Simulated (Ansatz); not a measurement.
Geometry optimisation, Ansatz 0.2.0, RKS PBE0/STO-3G.

The input (input.yaml):

```yaml
crystal:
  periodic: [false, false, false]
  atoms:
    - { symbol: O, position_ang: [-0.4177, 0.5999, 1.8821] }
    - { symbol: C, position_ang: [-0.5179, 0.03, 0.5959] }
    - { symbol: "N", position_ang: [0.6751, 0.2621, -0.1697] }
    - { symbol: C, position_ang: [0.7626, -0.2766, -1.3234] }
    - { symbol: F, position_ang: [-0.3795, -0.9877, -1.7456] }
    - { symbol: H, position_ang: [0.4123, 1.0781, 1.8761] }
    - { symbol: H, position_ang: [-1.3548, 0.45, 0.0756] }
    - { symbol: H, position_ang: [-0.6429, -1.0206, 0.7525] }
    - { symbol: H, position_ang: [1.5514, -0.1816, -1.9608] }
basis:
  gaussian: { orbitals: STO-3G }
hamiltonian:
  xc: pbe0
relax:
  f_tol: 0.02
  max_steps: 50
output:
  orbitals: {}
```

Launched with:

```bash
$ ansatz run input.yaml --threads 1 --pin off --max-ram 2048MiB --backend cpu --events-out ev --progress --plain --runs-dir out
```

Question: Where does it end, and by what steps?

Answer: It converged. Limits of this set-up: minimal basis. After 19 steps the energy has fallen by 0.867 eV; F5 moved furthest, 0.64 Å.

| step | energy less start (eV) | largest force component (eV/Å) | accepted |
| --- | --- | --- | --- |
| 0 | 0.0000 | 6.364 | yes |
| 1 | -0.6620 | 1.892 | yes |
| 2 | -0.5905 | 1.846 | no |
| 3 | -0.7755 | 1.098 | yes |
| 4 | -0.8183 | 0.361 | yes |
| 5 | -0.8218 | 0.728 | yes |
| 6 | -0.8236 | 0.417 | yes |
| 7 | -0.8298 | 0.705 | yes |
| 8 | -0.8536 | 0.317 | yes |
| 9 | -0.8576 | 0.260 | yes |
| 10 | -0.8541 | 0.450 | no |
| 11 | -0.8644 | 0.116 | yes |
| 12 | -0.8652 | 0.107 | yes |
| 13 | -0.8662 | 0.055 | yes |
| 14 | -0.8665 | 0.037 | yes |
| 15 | -0.8668 | 0.025 | yes |
| 16 | -0.8669 | 0.045 | yes |
| 17 | -0.8668 | 0.061 | no |
| 18 | -0.8670 | 0.029 | yes |
| 19 | -0.8670 | 0.009 | yes |

```xyz
9
Properties=species:S:1:pos:R:3
O -0.124 0.212 1.956
C -0.573 0.132 0.587
N 0.564 0.511 -0.357
C 0.737 -0.340 -1.331
F 0.004 -1.466 -1.563
H 0.280 1.148 1.976
H -1.410 0.837 0.364
H -0.933 -0.906 0.425
H 1.546 -0.173 -2.073
```

Time of the run: 22 s on 1 thread of Intel(R) Xeon(R) 6975P-C (Granite Rapids), with other jobs on the host, peak memory 0.16 GiB.
